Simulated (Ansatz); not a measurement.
# BPH2 (singlet): relaxing a cheap start

Aim: relax a generated start of BPH2 (singlet) and see which bonds hold.

Computed with Ansatz 0.2.0, Gaussian basis. Level: RKS PBE0/def2-TZVP.

## Step 1: Where the work starts

4 atoms, charge 0, spin multiplicity 1.

Atoms are counted from 1 here; the program's logs count them from 0.

Bond lengths: B1–P2 1.694 Å, B1–H3 1.149 Å, P2–H4 1.375 Å. Angles: P2–B1–H3 166.0°, B1–P2–H4 104.5°.

The start was built by rule and, where that kept it together, relaxed with GFN2-xTB. Sticks and bond lists go by distance. 

## Step 2: Relaxation

The input, in.yaml:

```yaml
crystal:
  periodic: [false, false, false]
  atoms:
    - {symbol: B, position_ang: [-1.215811, 0.090638, -0.000658]}
    - {symbol: P, position_ang: [0.475349, -0.001692, 0.000159]}
    - {symbol: H, position_ang: [-2.313327, 0.429655, -0.002006]}
    - {symbol: H, position_ang: [0.746554, -1.349839, 0.004193]}
basis:
  gaussian: {orbitals: def2-TZVP}
hamiltonian: {xc: pbe0}
relax: {f_tol: 0.004, max_steps: 80}
```

Launch:

```bash
ansatz run in.yaml --threads 1 --pin off --events-out ev --progress --plain --max-ram 2176MiB
```

What does the calculation give? Wanted: energy gained; shift from the start; total energy; dipole moment.

The runs gave:

```
                  quantity          value
                     steps             10
             energy gained       0.384 eV
shift from the start (rms)        0.556 Å
              total energy  -9991.7983 eV
             dipole moment         0.74 D
```

What this shows: By distance, B1–H4 formed. B1–H4 went from 2.434 to 1.441 Å. No vibrations were run, so this is a stationary point, not a proven minimum, and this spin need not be the ground state's.
